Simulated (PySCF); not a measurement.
Cartesian coordinates (Å):
SMILES: CC1CC1
```xyz
12

C     -1.4094     0.2624    -0.3163
C     -0.2154    -0.2699     0.4219
C      0.9958    -0.7153    -0.3366
C      1.0437     0.5369     0.4889
H     -2.0606    -0.5466    -0.6586
H     -1.0963     0.8308    -1.1966
H     -2.0042     0.9291     0.3142
H     -0.4497    -0.8471     1.3111
H      0.9767    -0.6085    -1.4151
H      1.5411    -1.5815     0.0168
H      1.6216     0.5235     1.4046
H      1.0568     1.4861    -0.0342
```
Charge 0, spin multiplicity 1.

**Question.** Estimate the dipole moment, LUMO and total energy that PySCF with PBE0-D3(BJ)/def2-TZVP returns for this input.

**Answer.** 
```yaml
dipole_moment: 0.14 D
LUMO: 1.58 eV
total_energy: -4274.30 eV
```
